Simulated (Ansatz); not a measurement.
# CHNa (triplet): the correlation ladder at scale of all distances = 1.000, cc-pVDZ

How much of the correlation energy of CHNa (triplet) does each wave-function method recover here?

The runs use Ansatz 0.2.0, Gaussian basis; cc-pVDZ, core rule «outside noble gas», up to 6 orbitals frozen.

Plan: UHF; CCSD(T) on ROHF; CCSD(T) on UHF; BCCD(T) on ROHF; CISD as a restricted active space (open shells left free, so some higher excitations enter); CCSDT(Q) on ROHF; CCSDT(Q) on UHF; CASSCF and MRCISD+Q, 4 electrons in 4 orbitals; CASSCF and NEVPT2, 4 electrons in 4 orbitals; Full CI.

29 further runs of the same task are left out: 16 for a known fault of the program, 10 that didn't finish, 3 set aside as unsound or not needed. Runs told in other sessions of the task aren't counted.

## 1. The geometry

The geometry derives from a PBE0/def2-TZVP stationary point (not a proven minimum). All distances are scaled together.

3 atoms, charge 0, spin multiplicity 3.

Atoms are counted from 1 here; the program's logs count them from 0.

Bond lengths: C1–Na2 2.190 Å, C1–H3 1.102 Å. Angles: Na2–C1–H3 180.0°.

Coordinates:

```xyz
3
CHNa
C     0.0000    0.0000    0.3627
Na    0.0000    0.0000   -1.8275
H     0.0000    0.0000    1.4647
```

## 2. UHF

The input, in.yaml:

```yaml
crystal:
  periodic: [false, false, false]
  atoms:
    - {symbol: C, position_ang: [0.000000, 0.000000, 0.362737]}
    - {symbol: Na, position_ang: [0.000000, 0.000000, -1.827483]}
    - {symbol: H, position_ang: [0.000000, 0.000000, 1.464746]}
basis:
  gaussian: {orbitals: cc-pVDZ}
magnetization: {spin_polarized: true, initial_magnetization: 2}
hamiltonian: {xc: hf}
output: {orbitals: {seedname: orbitals}}
```

The run is started by

```bash
> ansatz run in.yaml --threads 1 --pin off --events-out ev --progress --plain --max-ram 2393MiB
```

After this run come: CCSD(T) on ROHF; CCSD(T) on UHF; BCCD(T) on ROHF; CISD as a restricted active space (open shells left free, so some higher excitations enter); CCSDT(Q) on ROHF; CCSDT(Q) on UHF; CASSCF and MRCISD+Q, 4 electrons in 4 orbitals; CASSCF and NEVPT2, 4 electrons in 4 orbitals; Full CI.

**Question.** What will the summary of the whole plan be? Wanted: FCI from the RHF energy; RMP2 from FCI; UMP2 from FCI; RCCSD from FCI; RCCSD(T) from FCI; UCCSD(T) from FCI; RCCSDT(Q) from FCI; UCCSDT(Q) from FCI; NEVPT2 pair from FCI.

The runs gave:

| quantity | value |
| --- | --- |
| FCI from the ROHF energy | -3.4871 eV |
| RMP2 from FCI | +61.2 kJ/mol |
| UMP2 from FCI | +60.2 kJ/mol |
| RCCSD from FCI | +9.1 kJ/mol |
| RCCSD(T) from FCI | +2.0 kJ/mol |
| UCCSD(T) from FCI | +2.0 kJ/mol |
| RCCSDT(Q) from FCI | 0.0 kJ/mol |
| UCCSDT(Q) from FCI | -0.1 kJ/mol |
| NEVPT2 pair from FCI | +60.1 kJ/mol |
| MRCISD+Q pair from FCI | -0.3 kJ/mol |
| levels within 1 kcal/mol (43 meV) | RCCSD(T), UCCSD(T), BCCD(T), RCCSDT, UCCSDT, RCCSDT(Q), UCCSDT(Q), MRCISD+Q pair |
| T1 diagnostic | 0.028 |
| effectively unpaired electrons | 2.03 |

What this shows: RCCSD(T) misses by +2.0 kJ/mol, 0.6 % of the correlation energy. MRCISD+Q pair falls below full CI: the +Q correction isn't variational, and the cores differ from full CI's. One determinant dominates. Of the multireference levels listed MRCISD+Q pair comes nearest in total energy (-0.3 kJ/mol), which doesn't show that its space is the better one. These misses are within one basis, not against nature; the frozen cores of restricted and unrestricted runs differ, which can shift their rows.

Levels on UHF freeze UHF's core orbitals, full CI those of ROHF, so the U rows can settle a little off it for that reason alone.

With open shells the CI space here admits some higher excitations, so it is larger than plain CISD.
